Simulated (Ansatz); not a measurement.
Reaction: SiF4 (SMILES F[Si](F)(F)F) → SiF3 (SMILES F[Si](F)F, doublet) + F (doublet) (the F-Si bond breaks)
Each species at its own B3LYP-D3(BJ)/def2-TZVP minimum (Ansatz, a program for electronic structure).

Total energies in hartree (Ansatz). Open shells are spin-unrestricted; no spin-orbit coupling. Cores are frozen in correlated methods. No relativity.

| species | HF/cc-pV(T+d)Z | CCSD(T)/cc-pV(T+d)Z | HF/cc-pV(Q+d)Z | CCSD(T)/cc-pV(Q+d)Z | CCSD(T)/cc-pV(D+d)Z | CCSDT(Q)/cc-pV(D+d)Z |
|---|---|---|---|---|---|---|
| 1: SiF4 (tetrafluorosilane, SMILES [Si](F)(F)(F)F) | -687.15753 | -688.29793 | -687.20187 | -688.44639 | -687.81621 | -687.81861 |
| 2: SiF3 (SMILES F[Si](F)F, doublet) | -587.54784 | -588.41650 | -587.58229 | -588.53019 | -588.05106 | -588.05313 |
| 3: F (doublet) | -99.40552 | -99.62036 | -99.41377 | -99.65026 | -99.52757 | -99.52776 |

Q: Work out the bond dissociation energy (electronic) in kJ/mol: take Hartree-Fock from cc-pV(Q+d)Z, extrapolate the CCSD(T) correlation energy as X^-3 (X = 3, 4), and add CCSDT(Q) - CCSD(T) in cc-pV(D+d)Z. 1 hartree = 2625.5 kJ/mol.

A: 
Species 1: correlation (64·(-1.24452) - 27·(-1.14040))/37 = -1.32050; step -0.00240; E1 = -687.20187 + (-1.32050) + (-0.00240) = -688.52477
Species 2: correlation (64·(-0.94790) - 27·(-0.86866))/37 = -1.00572; step -0.00207; E2 = -587.58229 + (-1.00572) + (-0.00207) = -588.59008
Species 3: correlation (64·(-0.23649) - 27·(-0.21484))/37 = -0.25229; step -0.00019; E3 = -99.41377 + (-0.25229) + (-0.00019) = -99.66625
-1·E1 +1·E2 +1·E3 = 0.26844 hartree = 704.8 kJ/mol.
